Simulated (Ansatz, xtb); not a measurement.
# Relative energy of two isomers of C4H5FS

Structure a is `F[C@@H]1CC=CS1`, a singlet and structure b is `F[C@@H]1C=CSC1`, a singlet. Both are isolated molecules in the gas phase, relaxed with B3LYP-D3(BJ)/def2-SVP; the shapes shown needn't be the lowest conformers.

a (Å):

```xyz
11

C    -1.4351    0.3513    0.0071
C    -0.2192    1.2132    0.3619
C     0.9757    0.3029    0.4690
C     0.6654   -0.9896    0.6282
F    -1.6175    0.3349   -1.3598
S    -1.0732   -1.3458    0.6184
H    -2.3724    0.7004    0.4651
H    -0.3954    1.7234    1.3270
H    -0.1128    1.9952   -0.4070
H     2.0002    0.6795    0.4591
H     1.3662   -1.8143    0.7681
```

b (Å):

```yaml
atoms:
  - { symbol: C, position_ang: [-1.0210, 0.1703, 0.6705] }
  - { symbol: C, position_ang: [-0.5246, 1.3057, -0.1768] }
  - { symbol: C, position_ang: [0.6720, 1.0832, -0.7443] }
  - { symbol: C, position_ang: [0.1852, -0.7204, 0.9900] }
  - { symbol: F, position_ang: [-1.9802, -0.5585, -0.0398] }
  - { symbol: S, position_ang: [1.4816, -0.4096, -0.2861] }
  - { symbol: H, position_ang: [-1.5146, 0.4999, 1.6006] }
  - { symbol: H, position_ang: [-1.1453, 2.1776, -0.3893] }
  - { symbol: H, position_ang: [1.1689, 1.7393, -1.4623] }
  - { symbol: H, position_ang: [0.6103, -0.4608, 1.9705] }
  - { symbol: H, position_ang: [-0.1067, -1.7790, 0.9882] }
```

Problem. Estimate E(b) − E(a) at the level CCSD(T)/def2-SVP + ΔMP2/def2-TZVPP.

Solution. Too close to call at this level: CCSD(T)/def2-SVP + ΔMP2/def2-TZVPP gives E(b) − E(a) = +0.001 eV.

The same difference at several levels:

```json
{"level": "GFN2-xTB", "geometry": "GFN2-xTB", "E(b) − E(a) (eV)": "+0.007", "departure from the last row (eV)": "+0.006", "job, with rough time for the two": "optimisation, 0.35 s"}
{"level": "HF/STO-3G", "geometry": "GFN2-xTB", "E(b) − E(a) (eV)": "+0.087", "departure from the last row (eV)": "+0.085", "job, with rough time for the two": "single point, 0.76 s"}
{"level": "r2SCAN-D4/def2-SVP", "geometry": "GFN2-xTB", "E(b) − E(a) (eV)": "+0.027", "departure from the last row (eV)": "+0.025", "job, with rough time for the two": "single point, 6.9 s"}
{"level": "B3LYP-D3(BJ)/def2-SVP", "geometry": "B3LYP-D3(BJ)/def2-SVP", "E(b) − E(a) (eV)": "+0.008", "departure from the last row (eV)": "+0.007", "job, with rough time for the two": "optimisation, 98 s"}
{"level": "HF/def2-SVP", "geometry": "B3LYP-D3(BJ)/def2-SVP", "E(b) − E(a) (eV)": "−0.020", "departure from the last row (eV)": "−0.021", "job, with rough time for the two": "part of the CCSD(T) run"}
{"level": "MP2/def2-SVP", "geometry": "B3LYP-D3(BJ)/def2-SVP", "E(b) − E(a) (eV)": "+0.019", "departure from the last row (eV)": "+0.018", "job, with rough time for the two": "part of the CCSD(T) run"}
{"level": "CCSD(T)/def2-SVP", "geometry": "B3LYP-D3(BJ)/def2-SVP", "E(b) − E(a) (eV)": "+0.019", "departure from the last row (eV)": "+0.018", "job, with rough time for the two": "single point"}
{"level": "CCSD(T)/def2-SVP + ΔMP2/def2-TZVPP", "geometry": "B3LYP-D3(BJ)/def2-SVP", "E(b) − E(a) (eV)": "+0.001", "departure from the last row (eV)": "", "job, with rough time for the two": "single point, 75 s"}
```

As drawn, both hold the same kinds of bond in the same numbers.

The largest departure from CCSD(T)/def2-SVP + ΔMP2/def2-TZVPP is that of HF/STO-3G, 0.085 eV. The last row adds to CCSD(T) the change of the MP2 difference between the two basis sets, here −0.018 eV.

With thermal terms from frequencies at re-optimised GFN2-xTB minima (ideal gas, soft modes damped towards free rotors, one conformer each, 298.15 K, 1 atm): on the last row, ΔE + ΔZPE = +0.001, ΔH = +0.002, ΔG = −0.005 eV.

The correlated steps freeze 10 core orbitals. Programs: Ansatz 0.2.0, xtb 6.7.1; the last row on 2 threads of Intel(R) Xeon(R) Processor @ 2.70GHz on a shared host.
